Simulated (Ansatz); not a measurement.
Nudged elastic band run: C3H4FNO

Input:

```yaml
crystal:
  periodic: [false, false, false]
  atoms:
    - { symbol: "N", position_ang: [-0.90348, -1.650155, 0.701242] }
    - { symbol: C, position_ang: [-0.16285, -0.931483, -0.240058] }
    - { symbol: C, position_ang: [0.271351, 0.318698, -0.103106] }
    - { symbol: O, position_ang: [0.189582, 1.355873, 0.832003] }
    - { symbol: C, position_ang: [0.960495, 1.542062, -0.34901] }
    - { symbol: F, position_ang: [0.475794, 2.445624, -1.225415] }
    - { symbol: H, position_ang: [-1.600044, -2.268451, 0.295223] }
    - { symbol: H, position_ang: [-1.312342, -1.078347, 1.435383] }
    - { symbol: H, position_ang: [0.125817, -1.47706, -1.142609] }
    - { symbol: H, position_ang: [2.038778, 1.692139, -0.200653] }
basis:
  gaussian: { orbitals: def2-SVP }
hamiltonian:
  xc: b3lyp
neb:
  order_check: false
  images: 9
  f_tol: 0.05
  max_iterations: 60
  initial_path: idpp
  final_atoms:
    - { symbol: "N", position_ang: [-1.23770831, -1.48819496, 0.49456171] }
    - { symbol: C, position_ang: [-0.26480218, -0.88439668, -0.30513573] }
    - { symbol: C, position_ang: [0.27311236, 0.31597901, -0.10486143] }
    - { symbol: O, position_ang: [0.1937461, 1.34918994, 0.83507678] }
    - { symbol: C, position_ang: [0.99051106, 1.52732804, -0.32972717] }
    - { symbol: F, position_ang: [0.54285066, 2.45037278, -1.205086] }
    - { symbol: H, position_ang: [-1.13502659, -2.49462429, 0.58748568] }
    - { symbol: H, position_ang: [-1.36779888, -1.048918, 1.40182988] }
    - { symbol: H, position_ang: [0.01906701, -1.42853211, -1.21010171] }
    - { symbol: H, position_ang: [2.06914977, 1.65069629, -0.16104202] }
```

Run as:

```bash
$ ansatz run input.yaml --threads 2 --pin off --max-ram 3072MiB --backend cpu --events-out ev --progress --plain --runs-dir out
```

Output, in part (warnings, iteration lines, the closing report on the highest movable image, with atoms numbered from 0):

```
NEB end point (image 0): max|allowed force component| = 9.210e-3 eV/Å (the criterion of neb.relax_end_points is 1.000e-2)
NEB end point (image 10): max|allowed force component| = 6.766e-3 eV/Å (the criterion of neb.relax_end_points is 1.000e-2)
NEB iter   1: max|band force component| = 5.523e-1 eV/Å  barrier→ = 0.0741 eV  barrier← = 0.0669 eV  Δτ_max = 0.0273 Å  (300 SCF iters)
NEB iter   2: max|band force component| = 2.293e-1 eV/Å  barrier→ = 0.0626 eV  barrier← = 0.0553 eV  CI = image 5  Δτ_max = 0.0522 Å  (283 SCF iters)
NEB iter   3: max|band force component| = 2.594e-1 eV/Å  barrier→ = 0.0599 eV  barrier← = 0.0526 eV  CI = image 5  Δτ_max = 0.0213 Å  (275 SCF iters)
NEB iter   4: max|band force component| = 7.422e-2 eV/Å  barrier→ = 0.0596 eV  barrier← = 0.0524 eV  CI = image 5  Δτ_max = 0.0073 Å  (269 SCF iters)
NEB iter   5: max|band force component| = 4.844e-2 eV/Å  barrier→ = 0.0596 eV  barrier← = 0.0523 eV  CI = image 5  Δτ_max = 0.0000 Å  (477 SCF iters)
Total energy: -9420.40542894 eV, -346.1935141333 hartree
Atom 0 at    -1.127159    -1.513177     0.574182 Å, force     0.003200     0.005651    -0.002124 eV/Å
Atom 1 at    -0.246070    -0.877429    -0.274058 Å, force     0.002409    -0.003713    -0.012132 eV/Å
Atom 2 at     0.291998     0.328037    -0.095870 Å, force    -0.008641     0.003931     0.008807 eV/Å
Atom 3 at     0.252374     1.363371     0.853670 Å, force     0.009486     0.002088    -0.009477 eV/Å
Atom 4 at     1.044373     1.516048    -0.316540 Å, force    -0.004889    -0.010209     0.005790 eV/Å
Atom 5 at     0.622639     2.458164    -1.187992 Å, force    -0.000924     0.003957    -0.000298 eV/Å
Atom 6 at    -1.471487    -2.434586     0.358925 Å, force    -0.002767    -0.001394     0.002890 eV/Å
Atom 7 at    -1.432106    -1.074762     1.430620 Å, force     0.000045    -0.002152     0.000784 eV/Å
Atom 8 at     0.020595    -1.423148    -1.182802 Å, force     0.001533    -0.000843     0.003977 eV/Å
Atom 9 at     2.127945     1.606380    -0.157135 Å, force     0.000549     0.002683     0.001783 eV/Å
Dipole moment:    -0.022311    -0.628967     0.024278 e Å
```

It converged. A vibrational analysis at the climbing image gives one clearly imaginary mode, 457i cm⁻¹: a first-order saddle point.

Final band (atoms are numbered from 1 in the order of the input):

```tsv
image	path coordinate (Å)	energy (kcal/mol)	height of N1 over the plane of its neighbours (Å)
0	0.00	0.0	-0.30
1	0.10	0.0	-0.29
2	0.19	0.2	-0.26
3	0.29	0.6	-0.19
4	0.39	1.1	-0.10
5	0.48	1.4	0.01
6	0.57	1.2	0.10
7	0.67	0.7	0.19
8	0.76	0.3	0.26
9	0.85	0.2	0.29
10	0.94	0.2	0.30
```

Time of the run: 3.5 min on 2 threads of Arm Neoverse N1, on a shared host, peak memory 0.24 GiB.
